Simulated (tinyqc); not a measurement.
Worked calculation: G0W0 on RHF in the sto-3g basis, for LiH, spin multiplicity 1. One step of it, computed by the program tinyqc.

Problem. Iteration 1: building the Fock matrix. J_ij = sum D_kl (ij|kl), K_ij = sum D_kl (ik|jl); F = H + J - 0.5 K; E = tr D H + tr D J / 2 - 0.25 tr D K + E_nn.

D at the start, lower triangle:
```
,1Li 1s,1Li 2s,1Li 2px,1Li 2py,1Li 2pz,2H 1s
1Li 1s,2.047441
1Li 2s,-0.147236,0.377405
1Li 2px,0.000000,0.000000,0.000000
1Li 2py,0.000000,0.000000,0.000000,0.000000
1Li 2pz,-0.094262,0.369934,0.000000,0.000000,0.363869
2H 1s,-0.111261,0.472845,0.000000,0.000000,0.465325,0.595112
```

core Hamiltonian H = T + V (hartree), lower triangle:
```
,1Li 1s,1Li 2s,1Li 2px,1Li 2py,1Li 2pz,2H 1s
1Li 1s,-4.676359
1Li 2s,-1.049751,-1.358492
1Li 2px,0.000000,0.000000,-1.104934
1Li 2py,0.000000,0.000000,0.000000,-1.104934
1Li 2pz,-0.010755,-0.101404,0.000000,0.000000,-1.184301
2H 1s,-0.136325,-0.494634,0.000000,0.000000,-0.653854,-1.276995
```

Two-electron integrals (ij|kl) in chemists' order, unique and non-zero (hartree):
```
i,j,k,l,(ij|kl)
1,1,1,1,1.680395
2,1,1,1,0.265420
2,1,2,1,0.049941
2,2,1,1,0.397727
2,2,2,1,0.092860
2,2,2,2,0.290562
3,1,3,1,0.008981
3,2,3,1,0.013788
3,2,3,2,0.064184
3,3,1,1,0.396640
3,3,2,1,0.092880
3,3,2,2,0.290497
3,3,3,3,0.312946
4,1,4,1,0.008981
4,2,4,1,0.013788
4,2,4,2,0.064184
4,3,4,3,0.016869
4,4,1,1,0.396640
4,4,2,1,0.092880
4,4,2,2,0.290497
4,4,3,3,0.279207
4,4,4,4,0.312946
5,1,5,1,0.008981
5,2,5,1,0.013788
5,2,5,2,0.064184
5,3,5,3,0.016869
5,4,5,4,0.016869
5,5,1,1,0.396640
5,5,2,1,0.092880
5,5,2,2,0.290497
5,5,3,3,0.279207
5,5,4,4,0.279207
5,5,5,5,0.312946
6,1,1,1,0.032190
6,1,2,1,0.006104
6,1,2,2,0.011624
6,1,3,3,0.011488
6,1,4,4,0.011488
6,1,5,1,0.000756
6,1,5,2,0.001474
6,1,5,5,0.011902
6,1,6,1,0.000821
6,2,1,1,0.101642
6,2,2,1,0.024142
6,2,2,2,0.083351
6,2,3,3,0.078681
6,2,4,4,0.078681
6,2,5,1,0.003816
6,2,5,2,0.025824
6,2,5,5,0.092615
6,2,6,1,0.003560
6,2,6,2,0.043856
6,3,3,1,0.001635
6,3,3,2,0.008322
6,3,5,3,0.003668
6,3,6,3,0.002628
6,4,4,1,0.001635
6,4,4,2,0.008322
6,4,5,4,0.003668
6,4,6,4,0.002628
6,5,1,1,0.134063
6,5,2,1,0.032095
6,5,2,2,0.114332
6,5,3,3,0.106464
6,5,4,4,0.106464
6,5,5,1,0.005878
6,5,5,2,0.039741
6,5,5,5,0.129954
6,5,6,1,0.004866
6,5,6,2,0.065060
6,5,6,5,0.097361
6,6,1,1,0.270062
6,6,2,1,0.065046
6,6,2,2,0.248224
6,6,3,3,0.226685
6,6,4,4,0.226685
6,6,5,1,0.010587
6,6,5,2,0.092186
6,6,5,5,0.291184
6,6,6,1,0.009805
6,6,6,2,0.168305
6,6,6,5,0.257654
6,6,6,6,0.774606
```

nuclear repulsion = 0.81079246 hartree

Give: Coulomb J; exchange K; Fock matrix F; total energy of this density.

Solution.

Coulomb J (hartree), lower triangle:
```
,1Li 1s,1Li 2s,1Li 2px,1Li 2py,1Li 2pz,2H 1s
1Li 1s,4.0312
1Li 2s,0.6876,1.3327
1Li 2px,0.0000,0.0000,1.3018
1Li 2py,0.0000,0.0000,0.0000,1.3018
1Li 2pz,0.0237,0.1608,0.0000,0.0000,1.3874
2H 1s,0.0873,0.4859,0.0000,0.0000,0.6882,1.6574
```

exchange K (hartree), lower triangle:
```
,1Li 1s,1Li 2s,1Li 2px,1Li 2py,1Li 2pz,2H 1s
1Li 1s,3.3843
1Li 2s,0.5271,0.3315
1Li 2px,0.0000,0.0000,0.0572
1Li 2py,0.0000,0.0000,0.0000,0.0572
1Li 2pz,0.0133,0.2837,0.0000,0.0000,0.3676
2H 1s,0.0772,0.4056,0.0000,0.0000,0.5119,0.9576
```

Fock matrix F (hartree), lower triangle:
```
,1Li 1s,1Li 2s,1Li 2px,1Li 2py,1Li 2pz,2H 1s
1Li 1s,-2.3373
1Li 2s,-0.6257,-0.1915
1Li 2px,0.0000,0.0000,0.1683
1Li 2py,0.0000,0.0000,0.0000,0.1683
1Li 2pz,0.0063,-0.0824,0.0000,0.0000,0.0193
2H 1s,-0.0876,-0.2115,0.0000,0.0000,-0.2216,-0.0984
```

total energy of this density = -7.820195 hartree
